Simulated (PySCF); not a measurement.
H₃Si, SMILES [SiH3], multiplicity 2.

Coordinates come from a B3LYP-D3(BJ)/def2-TZVPD optimisation. The isomer is the one that the SMILES or the coordinates give; other isomers of the formula were not compared.

Computed with B3LYP-D3(BJ)/def2-TZVPD in PySCF.

Frequencies are harmonic and unscaled.

Modes within 1.5 cm⁻¹ of each other (mostly degenerate sets) share a row, with their intensities summed.

Computed vibrational spectrum:
```json
[
 {"mode": "1", "ν (cm⁻¹)": "768", "IR (km/mol)": "62.6", "moving atoms (share of kinetic energy)": "H 91 %, Si 9 %"},
 {"mode": "2–3", "ν (cm⁻¹)": "936", "IR (km/mol)": "122.6", "moving atoms (share of kinetic energy)": "H 96 %"},
 {"mode": "4", "ν (cm⁻¹)": "2192", "IR (km/mol)": "7.7", "moving atoms (share of kinetic energy)": "H 99 %"},
 {"mode": "5–6", "ν (cm⁻¹)": "2231", "IR (km/mol)": "232.0", "moving atoms (share of kinetic energy)": "H 95 %"}
]
```
